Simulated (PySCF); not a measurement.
From one molecule to another.

First species: 1-hexyne, C₆H₁₀.
SMILES with atom numbers: `[CH:1]#[C:2][CH2:3][CH2:4][CH2:5][CH3:6]` (hydrogens: H7 on C1; H8, H9 on C3; H10, H11 on C4; H12, H13 on C5; H14, H15, H16 on C6)

Second species: C6H10.
InChI=1S/C6H10/c1-5-3-4-6(5)2/h6H,1,3-4H2,2H3/t6-/m0/s1

Levels: PBE0/def2-SVPD for dipole moment, HOMO energy, LUMO energy, HOMO–LUMO gap, static isotropic polarisability and electronic spatial extent ⟨r²⟩ about the centre of nuclear charge; TDDFT PBE0/def2-SVPD for lowest singlet excitation; TDA PBE0/def2-SVPD for lowest triplet excitation (Tamm–Dancoff); GFN2-xTB for rotational constant A and rotational constant C. Geometries: GFN2-xTB. All species are isolated and taken at one optimised geometry, non-relativistic unless stated. Electronic properties by PySCF.

Dipoles, sizes and rotational constants follow the conformer. The torsions of the flexible species, by atom-mapped SMILES:
- `[CH:1]#[C:2][CH2:3][CH2:4][CH2:5][CH3:6]`: C2–C3–C4–C5 -66°, C3–C4–C5–C6 178°

Values for the first species:

| Item | Value |
| --- | --- |
| Dipole moment | 0.75 D |
| HOMO energy | -7.67 eV |
| LUMO energy | 0.70 eV |
| HOMO–LUMO gap | 8.37 eV |
| Lowest singlet excitation | 6.72 eV |
| Lowest triplet excitation (Tamm–Dancoff) | 5.46 eV |
| Static isotropic polarisability | 70.7 au |
| Electronic spatial extent ⟨r²⟩ about the centre of nuclear charge | 799 bohr² |
| Rotational constant A | 7.403 GHz |
| Rotational constant C | 1.573 GHz |

(1) Estimate the same properties for the second species, and the change in each.

Results:

(1) 
```tsv
property	first	second	second less first
dipole moment	0.75 D	0.51 D	-0.24 D
HOMO energy	-7.67 eV	-7.04 eV	+0.63 eV
LUMO energy	0.70 eV	0.20 eV	-0.50 eV
HOMO–LUMO gap	8.37 eV	7.24 eV	-1.13 eV
lowest singlet excitation	6.72 eV	6.64 eV	-0.08 eV
lowest triplet excitation (Tamm–Dancoff)	5.46 eV	4.22 eV	-1.24 eV
static isotropic polarisability	70.7 au	70.1 au	-0.6 au
electronic spatial extent ⟨r²⟩ about the centre of nuclear charge	799 bohr²	593 bohr²	-206 bohr²
rotational constant A	7.403 GHz	4.675 GHz	-2.728 GHz
rotational constant C	1.573 GHz	2.372 GHz	+0.799 GHz
```

On the first: No computed singlet falls in the visible range (750 to 380 nm, 1.65 to 3.26 eV); S1 lies 3.46 eV above its blue end. The 6 singlets span 6.72 to 8.04 eV, and their oscillator strengths add up to 0.09.

On the second: No computed singlet falls in the visible range (750 to 380 nm, 1.65 to 3.26 eV); S1 lies 3.38 eV above its blue end. A dipole of 0.51 D is allowed in C1, and pure rotational transitions are dipole-allowed.
